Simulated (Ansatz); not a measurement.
Geometry optimisation, RKS PBE0-D4/def2-SVP (Ansatz 0.2.0).

The input (input.yaml):

```yaml
crystal:
  periodic: [false, false, false]
  atoms:
    - { symbol: B, position_ang: [0.013193, -0.39856, -0.363475] }
    - { symbol: Cl, position_ang: [-0.098647, -0.155359, 2.681623] }
    - { symbol: H, position_ang: [0.931181, 0.380251, -0.473338] }
    - { symbol: C, position_ang: [-1.417835, -0.029845, -0.841646] }
    - { symbol: H, position_ang: [-2.223793, -0.680225, -0.481386] }
    - { symbol: H, position_ang: [-1.687506, 1.029558, -0.700271] }
    - { symbol: H, position_ang: [-1.359559, -0.177547, -1.944507] }
    - { symbol: H, position_ang: [0.2802, -1.513168, 0.000426] }
    - { symbol: H, position_ang: [0.205965, -1.125707, 1.818175] }
basis:
  gaussian: { orbitals: def2-SVP }
hamiltonian:
  xc: pbe0
  dispersion: d4
relax:
  f_tol: 0.03
  max_steps: 50
```

Launched with:

```bash
$ ansatz run input.yaml --threads 1 --pin off --max-ram 2048MiB --backend cpu --events-out ev --progress --plain --runs-dir out
```

Where does it end, and by what steps?

It converged. After 14 steps the energy has fallen by 0.062 eV; H9 moved furthest, 0.61 Å.

```
step  energy less start (eV)  largest force component (eV/Å)  accepted
   0                  0.0000                           0.812       yes
   1                 -0.0155                           0.642       yes
   2                 -0.0246                           0.551       yes
   3                 -0.0306                           0.389       yes
   4                 -0.0347                           0.203       yes
   5                 -0.0381                           0.066       yes
   6                 -0.0397                           0.047       yes
   7                 -0.0404                           0.552       yes
   8                 -0.0478                           0.202       yes
   9                 -0.0510                           0.490       yes
  10                 -0.0576                           0.248       yes
  11                 -0.0609                           0.051       yes
  12                 -0.0616                           0.077       yes
  13                 -0.0619                           0.030       yes
  14                 -0.0619                           0.014       yes
```

```xyz
9
Properties=species:S:1:pos:R:3
B 0.024 -0.385 -0.383
Cl -0.177 -0.100 2.249
H 0.928 0.419 -0.451
C -1.421 -0.004 -0.839
H -2.216 -0.665 -0.463
H -1.697 1.047 -0.665
H -1.398 -0.138 -1.940
H 0.325 -1.550 -0.216
H 0.273 -1.296 2.404
```

Whether the end is a true minimum wasn't checked by a vibrational analysis.

Time of the run: 41 s on 1 thread of Arm Neoverse V1, on a shared host, peak memory 0.14 GiB.
